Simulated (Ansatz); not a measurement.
The cluster BC2. Charge 0, multiplicity 2. Geometry PBE0-D4/def2-TZVP, basis def2-TZVP, Ansatz.

```xyz
3

B    -0.8928   -0.5762   -0.8161
C     0.0190    0.0156    0.0208
C     0.8739    0.5606    0.7953
```

```csv
run,HOMO (eV),LUMO (eV)
A,-7.26,-4.65
B,-11.38,-1.94
C,-8.67,-3.95
D,-8.46,-4.33
E,-7.02,-5.43
```

LC-ωPBE has ω = 0.4 bohr⁻¹. The structure comes from a short search, and lower isomers may exist.

HOMO and LUMO are taken over both spins.

**Question.** The runs used LC-ωPBE, PBE, PBE0, r2SCAN, r2SCAN0. Estimate which is which.

**Answer.** A r2SCAN (0 % exact exchange); B LC-ωPBE (range-separated); C r2SCAN0 (25 % exact exchange); D PBE0 (25 % exact exchange); E PBE (0 % exact exchange). Exact exchange lowers occupied and raises empty levels; among semilocal functionals meta-GGAs tend to open the gap a little, and such runs are hard to tell apart. The gap grows from 1.59 eV (PBE) to 9.44 eV (LC-ωPBE). At LC-ωPBE/def2-TZVP the charge 0 doublet is spin-contaminated (final ⟨S²⟩ up to 0.84, 0.75 for a pure state).
